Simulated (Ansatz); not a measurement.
Saddle point of SiNH$_{6}$Cl, singlet (SiNH₄Cl ([NH2][SiH2][Cl]) + H₂ → SiNH₅ ([NH2][SiH3]) + HCl; bonds formed: Si1–H7, Cl2–H6; bonds broken: Si1–Cl2, H6–H7), PBE0-D4/def2-TZVP structure:

```xyz
9
angstrom
Si -0.3751 -0.2006 -0.1210
Cl 0.2419 -2.1507 -1.6021
H -0.9620 0.3253 -1.3583
H -0.8109 -1.2604 0.7948
N -0.3236 1.1783 0.8882
H 1.1816 -0.9130 -0.7505
H 1.3609 -0.2157 -0.2472
H -0.1062 1.1257 1.8703
H -0.2064 2.1111 0.5260
```

Energies are electronic, without zero-point energy. Barriers and step energies count from the start structure reached by relaxing down the imaginary mode; all methods use the PBE0-D4 structures, on which another method's saddle can fall below an end. Ansatz 0.2.0; basis: def2-TZVPP, with def2-QZVPP for the basis limit; cores frozen in the correlated methods. B3LYP uses VWN-RPA correlation. Extrapolation: Hartree–Fock as exp(−7.88 √X), correlation as X^−2.97.

```
      method  barrier (kcal/mol)  step energy (kcal/mol)
       SPW92               37.46                   19.30
      PBE-D4               44.74                   21.11
     BLYP-D4                   ?                   21.12
   r2SCAN-D4               48.35                   22.63
      B97M-V               51.48                   21.09
     PBE0-D4               48.16                   21.21
    B3LYP-D4               51.05                   21.09
  r2SCAN0-D4                   ?                   22.38
    BHLYP-D4               54.90                   21.29
CAM-B3LYP-D4               52.29                   20.50
     wB97X-V               52.99                   21.57
     wB97M-V               52.04                   22.19
      B2PLYP               52.86                   21.07
    PBE-QIDH               51.76                   21.74
  RPA on PBE               54.43                   19.70
          HF                   ?                   20.28
         MP2               54.16                   22.70
        CCSD               55.79                   19.99
     CCSD(T)               54.18                   20.54
```

Problem. Fill in the withheld barriers. (An estimate is asked for; the value comes from the calculation.)

Solution. Computed: r2SCAN0-D4 50.38; HF 64.55; BLYP-D4 48.76 kcal/mol. Each is the energy of the saddle less that of the start structure, by the same method.

For comparison, the barrier by CCSD(T) at an estimated basis limit (MP2 extrapolated from triple and quadruple zeta, plus CCSD(T) − MP2 in triple zeta) is 52.90 kcal/mol.

The T1 diagnostic stays at or below 0.012.

Labels in which every atom is bracketed show which atoms are joined, not bond orders.

For scale, one of the runs: CCSD(T)/def2-TZVPP, 199 basis functions, launched by `ansatz run in.yaml --threads 2 --pin off --events-out ev --progress --plain --max-ram 4352MiB`. Hardware: 2 CPU threads of an Arm Neoverse V1, shared host. Wall time 53 s; peak host memory 2.2 GiB.
